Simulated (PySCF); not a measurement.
Some computed properties have been withheld. Give your best values.

Cyclo-(SiH2)3.
Cartesian coordinates in Å at the PBE0-D3(BJ)/def2-SVP level; atoms count from 1:
```xyz
9
Si3H6 angstrom
Si    -1.134    0.088    0.726
H     -2.105   -1.035    0.862
H     -1.534    1.317    1.470
Si    -0.007    0.341   -1.305
H      0.274    1.723   -1.790
H     -0.299   -0.627   -2.401
Si     1.141   -0.428    0.580
H      2.120    0.486    1.234
H      1.543   -1.864    0.625
```

```json
{"property": "point group", "level": "PBE0-D3(BJ)/def2-SVP", "value": "?"}
{"property": "rotational constants A, B, C", "level": "PBE0-D3(BJ)/def2-SVP", "value": "5.056, 5.053, 2.790 GHz"}
{"property": "dipole moment", "level": "B3LYP/def2-SVPD", "value": "0.00 D"}
{"property": "HOMO energy", "level": "B3LYP/def2-SVPD", "value": "-6.73 eV"}
{"property": "LUMO energy", "level": "B3LYP/def2-SVPD", "value": "-1.15 eV"}
{"property": "lowest singlet excitation", "level": "TDDFT B3LYP/def2-SVPD", "value": "4.48 eV (276 nm, f = 0.000 summed over 2 states within 0.01 eV)"}
{"property": "lowest triplet excitation (Tamm–Dancoff)", "level": "TDA B3LYP/def2-SVPD", "value": "?"}
{"property": "static isotropic polarisability", "level": "B3LYP/def2-SVPD", "value": "?"}
{"property": "electronic spatial extent ⟨r²⟩ about the centre of nuclear charge", "level": "B3LYP/def2-SVPD", "value": "506 bohr²"}
{"property": "1H chemical shifts (computed TMS as zero) by class", "level": "GIAO PBE0/pcSseg-1", "value": "?"}
{"property": "isotropic shieldings of nuclei other than C and H, by class", "level": "GIAO PBE0/pcSseg-1", "value": "529 (Si1/Si4/Si7) ppm"}
{"property": "core binding energies", "level": "ΔSCF SCAN, pcX-2 on the ionised atom, pcseg-1 elsewhere, spin-free X2C, 2p3/2 from a spin–orbit splitting computed afterwards within the 2p shell", "value": "Si2p3/2 106.2 (Si1/Si4/Si7), Si1s 1845.8 (Si1/Si4/Si7) eV"}
```

The electronic properties come from PySCF, for the isolated species, density fitting.

Q: Give the static isotropic polarisability.

A: 94.8 au.

Q: What are the 1H chemical shifts (computed TMS as zero) by class?

A: 3.06 (H2/H3/H5/H6/H8/H9) ppm.

Q: What is the lowest triplet excitation (Tamm–Dancoff)?

A: 4.01 eV.

Q: Give the point group.

A: D3h.

The rotational constants are those of an oblate symmetric top; the small spread among constants that symmetry makes equal is optimisation noise. With B = h/(8π²I), that is 505.379 GHz u Å² over I, the principal moments of inertia are 100.0, 100.0 and 181.1 u Å² (most abundant isotopes); the inertial defect Ic − Ia − Ib is -18.9 u Å² (zero for a rigid planar frame, negative otherwise). The principal polarisabilities are 77.5, 103.4 and 103.4 au; their mean is the isotropic value. The polarisability is 14.04 Å³ as a volume (1 au = 0.148185 Å³), or 1.97 au for each of the 48 electrons.

For the NMR shielding job (PBE0/pcSseg-1), time: 4.5 s wall. Hardware: Arm Neoverse V2, one thread (shared host).

One conformer stands for the species.
